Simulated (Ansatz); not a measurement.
Geometry optimisation, RKS PBE0-D4/def2-SVP (Ansatz 0.2.0).

Input:

```yaml
crystal:
  periodic: [false, false, false]
  atoms:
    - { symbol: Si, position_ang: [-0.07562, 0.14589, 0.178351] }
    - { symbol: "N", position_ang: [-0.032243, 0.042715, 1.972705] }
    - { symbol: H, position_ang: [-0.938558, 0.060503, 2.439035] }
    - { symbol: H, position_ang: [0.583273, 0.712009, 2.431804] }
    - { symbol: H, position_ang: [1.323348, 0.270032, -0.306703] }
    - { symbol: H, position_ang: [-0.826508, 1.356288, -0.295347] }
    - { symbol: H, position_ang: [-0.801486, -1.043964, -0.337764] }
    - { symbol: F, position_ang: [1.357284, -2.191673, 0.747883] }
    - { symbol: H, position_ang: [1.071511, -1.872, 1.569336] }
basis:
  gaussian: { orbitals: def2-SVP }
hamiltonian:
  xc: pbe0
  dispersion: d4
relax:
  f_tol: 0.03
  max_steps: 50
```

Launched with:

```bash
$ ansatz run input.yaml --threads 1 --pin off --max-ram 2048MiB --backend cpu --events-out ev --progress --plain --runs-dir out
```

Task: Where does it end, and by what steps?

Result: The forces met the threshold. After 7 steps the energy has fallen by 0.271 eV; F8 moved furthest, 0.53 Å.

```
step  energy less start (eV)  largest force component (eV/Å)  accepted
   0                  0.0000                           0.762       yes
   1                 -0.0938                           1.614       yes
   2                 -0.2358                           0.490       yes
   3                 -0.1685                           0.958        no
   4                 -0.2644                           0.142       yes
   5                 -0.2690                           0.095       yes
   6                 -0.2709                           0.036       yes
   7                 -0.2711                           0.018       yes
```

```xyz
9
Properties=species:S:1:pos:R:3
Si -0.112 0.221 0.100
N 0.078 -0.099 1.829
H -0.783 -0.253 2.351
H 0.648 0.573 2.340
H 1.255 0.344 -0.472
H -0.868 1.483 -0.182
H -0.862 -0.924 -0.480
F 1.376 -2.309 1.268
H 0.930 -1.557 1.645
```

Whether the end is a true minimum wasn't checked by a vibrational analysis.

Run time: 17 s on 1 thread of Arm Neoverse V2 (shared host), peak memory 0.14 GiB.
